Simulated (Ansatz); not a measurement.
`C=C(C)C#CC`, relaxed with RKS PBE0-D4/def2-TZVP in Ansatz from a PBE-D4/def2-SVP geometry. The force threshold is 0.005 eV/Å; the program also tests the step.

Charge 0, multiplicity 1.

Start:

```xyz
14

C    -1.709    1.460    0.333
C    -0.978    0.514   -0.311
C    -1.384   -0.046   -1.657
C     0.230   -0.006    0.258
C     1.272   -0.476    0.708
C     2.503   -1.022    1.260
H    -2.637    1.851   -0.111
H    -1.397    1.856    1.311
H    -2.320    0.419   -2.021
H    -1.533   -1.145   -1.598
H    -0.587    0.124   -2.411
H     2.383   -2.090    1.543
H     3.336   -0.968    0.527
H     2.821   -0.471    2.169
```

| step | energy (eV) | largest force (eV/Å) | largest move (Å) |
| --- | --- | --- | --- |
| 1 | -6344.9310 | 1.736 | 0.000 |
| 2 | -6345.0149 | 0.215 | 0.037 |
| 3 | -6345.0190 | 0.034 | 0.013 |
| 4 | -6345.0190 | 0.031 | 0.013 |
| 5 | -6345.0192 | 0.008 | 0.007 |
| 6 | -6345.0192 | 0.006 | 0.002 |
| 7 | -6345.0192 | 0.007 | 0.009 |
| 8 | -6345.0192 | 0.007 | 0.007 |
| 9 | -6345.0192 | 0.004 | 0.015 |
| 10 | -6345.0192 | 0.008 | 0.014 |
| 11 | -6345.0193 | 0.019 | 0.019 |
| 13 | -6345.0193 | 0.013 | 0.019 |
| 15 | -6345.0194 | 0.019 | 0.006 |
| 17 | -6345.0194 | 0.033 | 0.042 |
| 19 (rejected) | -6345.0012 | 0.286 | 0.030 |
| 21 | -6345.0196 | 0.013 | 0.029 |
| 23 | -6345.0196 | 0.018 | 0.008 |
| 25 (rejected) | -6345.0194 | 0.088 | 0.078 |
| 27 (rejected) | -6345.0197 | 0.054 | 0.048 |
| 29 | -6345.0198 | 0.002 | 0.011 |
| 31 (rejected) | -6345.0195 | 0.097 | 0.072 |
| 32 | -6345.0199 | 0.004 | 0.018 |

End:

```xyz
14

C    -1.737    1.382    0.364
C    -0.977    0.506   -0.299
C    -1.328    0.003   -1.669
C     0.226   -0.008    0.268
C     1.250   -0.470    0.703
C     2.478   -1.017    1.244
H    -2.650    1.767   -0.075
H    -1.464    1.731    1.352
H    -2.259    0.448   -2.021
H    -1.436   -1.084   -1.662
H    -0.532    0.241   -2.380
H     2.276   -1.900    1.856
H     3.162   -1.313    0.445
H     2.990   -0.284    1.873
```

Hardware: 4 threads of an Arm Neoverse V1 on a shared host. Wall time 2.1 min, peak host memory 0.65 GiB.
